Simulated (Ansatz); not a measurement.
Si₃H₄. Total charge 0; singlet. Geometry PBE0-D4/def2-TZVP.

```xyz
7

Si   -0.097    0.747   -1.170
Si    0.524    0.989    0.827
Si   -0.262   -1.068    0.211
H    -0.299    1.310   -2.532
H    -1.582   -1.580    0.680
H     1.075    1.847    1.910
H     0.641   -2.246    0.074
```

The structure comes from a short search, and lower isomers may exist.

**Question.** Estimate the orbital energies around the gap (eV) in Ansatz with PBE-D4/def2-SVP, PBE-D4/def2-TZVP, PBE-D4/def2-TZVPD, PBE0-D4/def2-TZVP, PBE0-D4/def2-TZVPD.

**Answer.** 
```
orbital  PBE-D4/def2-SVP  PBE-D4/def2-TZVP  PBE-D4/def2-TZVPD  PBE0-D4/def2-TZVP  PBE0-D4/def2-TZVPD
HOMO−13           -94.65            -94.31             -94.32             -99.80              -99.80
HOMO−12           -94.62            -94.30             -94.32             -99.79              -99.80
HOMO−11           -94.61            -94.29             -94.31             -99.77              -99.77
HOMO−10           -94.60            -94.27             -94.28             -99.76              -99.76
 HOMO−9           -94.60            -94.22             -94.24             -99.70              -99.71
 HOMO−8           -94.57            -94.20             -94.22             -99.68              -99.69
 HOMO−7           -14.92            -14.84             -14.85             -16.78              -16.79
 HOMO−6           -11.87            -11.88             -11.89             -13.53              -13.53
 HOMO−5           -11.54            -11.55             -11.55             -13.11              -13.11
 HOMO−4            -9.61             -9.56              -9.57             -10.93              -10.93
 HOMO−3            -8.45             -8.46              -8.47              -9.80               -9.80
 HOMO−2            -6.52             -6.49              -6.50              -7.51               -7.51
 HOMO−1            -6.49             -6.47              -6.48              -7.43               -7.43
   HOMO            -5.36             -5.36              -5.37              -6.17               -6.17
   LUMO            -2.45             -2.54              -2.57              -1.79               -1.83
 LUMO+1            -1.42             -1.64              -1.69              -0.78               -0.86
 LUMO+2            -1.20             -1.41              -1.54              -0.57               -0.77
 LUMO+3            -0.19             -0.39              -0.58               0.48                0.10
 LUMO+4             0.05             -0.33              -0.47               0.50                0.37
 LUMO+5             0.93              0.45               0.01               1.29                0.68
```
